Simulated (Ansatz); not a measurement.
# C3H4FNS: up Jacob's ladder to CCSD(T)

How much do the methods differ for C3H4FNS? The plan is to run it at one geometry with functionals of several rungs and with coupled cluster. The yardstick is the atomisation energy at the CCSD(T) limit.

Method: functionals in def2-TZVPP, the program's frozen cores in correlated methods; program: Ansatz 0.2.0, Gaussian basis.

The runs, in order: PBE-D4, r2SCAN-D4, PBE0-D4, B3LYP-D4, ωB97X-V, ωB97M-V, B2PLYP; CCSD(T)/def2-TZVPP; MP2/def2-QZVPP; extrapolation to the limit.

## Step 1: The geometry

All runs share one geometry, relaxed beforehand with PBE0-D4 in a triple-zeta def2 set.

SMILES `CN=C=C(F)S`, 10 atoms, charge 0, spin multiplicity 1.

Atoms are counted from 1 here; the program's logs count them from 0.

Bond lengths: C1–N2 1.448 Å, C1–H7 1.091 Å, C1–H8 1.091 Å, C1–H9 1.093 Å, N2–C3 1.211 Å, C3–C4 1.314 Å, C4–F5 1.353 Å, C4–S6 1.729 Å, S6–H10 1.350 Å. Angles: N2–C1–H7 108.3°, N2–C1–H8 108.2°, N2–C1–H9 113.1°, H7–C1–H8 107.5°, H7–C1–H9 109.8°, H8–C1–H9 109.8°, C1–N2–C3 124.1°, N2–C3–C4 175.2°, C3–C4–F5 119.8°, C3–C4–S6 121.5°, F5–C4–S6 118.6°, C4–S6–H10 98.5°.

## Step 2: PBE-D4 (GGA)

The input, in.yaml:

```yaml
crystal:
  periodic: [false, false, false]
  atoms:
    - {symbol: C, position_ang: [-0.057136, -1.587522, 1.215272]}
    - {symbol: N, position_ang: [-0.625134, -0.903102, 0.072457]}
    - {symbol: C, position_ang: [-0.105643, 0.040406, -0.480911]}
    - {symbol: C, position_ang: [0.358557, 1.088367, -1.124282]}
    - {symbol: F, position_ang: [1.154669, 0.914944, -2.204537]}
    - {symbol: S, position_ang: [0.065091, 2.697127, -0.562412]}
    - {symbol: H, position_ang: [0.062799, -2.641488, 0.959335]}
    - {symbol: H, position_ang: [-0.772320, -1.529719, 2.037659]}
    - {symbol: H, position_ang: [0.903330, -1.171430, 1.530811]}
    - {symbol: H, position_ang: [-0.901113, 3.041217, -1.440392]}
basis:
  gaussian: {orbitals: def2-TZVPP}
hamiltonian: {xc: pbe, dispersion: d4}
output: {forces: true, orbitals: {seedname: orbitals}}
```

Command:

```console
$ ansatz run in.yaml --threads 4 --pin off --events-out ev --progress --plain --max-ram 10444MiB
```

After this run come: r2SCAN-D4 (meta-GGA); PBE0-D4 (hybrid); B3LYP-D4 (hybrid); ωB97X-V (range-separated); ωB97M-V (range-separated); B2PLYP (double hybrid); CCSD(T) in def2-TZVPP; MP2 in def2-QZVPP.

Q: Predict the results of all the runs planned. Wanted: atomisation energy, CCSD(T)/CBS; farthest; mean size of error, hybrid; mean size of error, range-separated; gap, smallest and largest; T1 diagnostic; triples share of the correlation energy.

**Answer**, as computed:

| quantity | value |
| --- | --- |
| atomisation energy, CCSD(T)/CBS | 932.4 kcal/mol |
| functionals within 4.7 kcal/mol (0.5 %) | B2PLYP |
| farthest | PBE-D4 (+53.1 kcal/mol) |
| mean size of error, hybrid | 13.7 kcal/mol |
| mean size of error, range-separated | 9.1 kcal/mol |
| gap, smallest and largest | 3.43 eV (PBE-D4), 10.24 eV (ωB97X-V) |
| T1 diagnostic | 0.0142 |
| triples share of the correlation energy | 4.4 % |

PBE-D4 misses by +53.1 kcal/mol. Double hybrids carry the basis error of their MP2 part in triple zeta, and no dispersion term here, so their miss is partly the set-up's. The reference freezes the cores and leaves out relativity and excitations past (T), so misses under about 4.7 kcal/mol can't be ranked. Hartree-Fock recovers 67 % of the binding; the rest is correlation. Orbital gaps span 3.4 to 10.2 eV; exact exchange widens them.
